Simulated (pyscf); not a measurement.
Single points on ωB97X-D3(BJ)/def2-SVP structures (PySCF, gas phase).

Task: For the elementary gas-phase step `[SiH3][AsH][GaH2]` → `[SiH3][As]=[GaH]` + `[H][H]` (singlet surface; As–H, Ga–H broken, H–H formed), what barrier and reaction energy does ωB97M-D3(BJ)/def2-TZVP give, measured from the reactant's lowest minimum found?

Result: ΔE‡ = 214.4 kJ/mol, ΔE = +89.9 kJ/mol. Zero-point energy shifts the barrier by -7.4 kJ/mol. It is an elimination, with an imaginary mode of 1432i cm⁻¹. On the product side the descent ends in an adduct with a Ga–Si contact (not fully relaxed), 4.6 kJ/mol under the separated species and 135.9 kJ/mol under the saddle at ωB97X-D3(BJ)/def2-TZVP. At the saddle there is also a short Ga–H contact that neither side keeps. At ωB97X-D3(BJ) the barrier from the zero used here is 228.8 kJ/mol. The same reactants have a lower exit, to HGa=AsH + SiH₄ (barrier +178.9 kJ/mol at ωB97M-D3(BJ), against +214.4 kJ/mol here). H₃Si–AsH–GaH₂ is closed by a dative Ga–Si contact. H₃Si–As=GaH is closed by a dative Ga–Si contact. H₃Si–As=GaH lies 39.7 kJ/mol over its isomer H₃Si–AsH–Ga [singlet], and others may lie lower still (electronic energy, ωB97M-D3(BJ)). This is the saddle that the search found; another between the same sides may lie lower. Elements up to Kr have no core potential and no relativistic terms here.
